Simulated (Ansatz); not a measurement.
System: BHPb2O4 (C2/m, No. 12; cell taken from a computed entry). Method: r²SCAN (Ansatz, a quantum-chemistry and plane-wave program, plane waves, PAW).

Settings: plane-wave cutoff 560 eV, 8×8×6 k mesh (along the axes of the cell as run), Fermi–Dirac smearing 0.01 eV, scalar-relativistic PAW data made under PBE.

Cell (relaxed with PBEsol):

```
Pb2BHO4
1.0
    6.45976    -2.83536     0.01238
    6.45976     2.83536     0.01238
   -3.33539     0.00000     6.58253
B H Pb O
2 2 4 8
Direct
  0.33070   0.33070   0.34431
  0.66930   0.66930   0.65569
  0.46229   0.46229   0.62227
  0.53771   0.53771   0.37773
  0.05819   0.05819   0.26796
  0.94181   0.94181   0.73204
  0.65613   0.65613   0.07378
  0.34387   0.34387   0.92622
  0.41029   0.41029   0.26867
  0.58971   0.58971   0.73133
  0.37178   0.37178   0.55545
  0.62822   0.62822   0.44455
  0.21493   0.21493   0.21467
  0.78507   0.78507   0.78533
  0.25443   0.74557   0.00000
  0.74557   0.25443   0.00000
```

What does this level give for the band gap, smallest direct gap on the k points sampled and Γ–Γ gap?


- band gap = 3.35 eV
- smallest direct gap on the k points sampled = 3.58 eV
- Γ–Γ gap = 4.53 eV

Note: cell and atoms aren't relaxed at this level (largest force component 0.44 eV/Å, pressure -0.2 GPa); this cell isn't known to be the ambient phase, and symmetry holds it in the calculation.

Spin–orbit coupling is not included; with these elements it can move the gap by several tenths of an eV or more.

It cost roughly 11 core-minutes of CPU time.
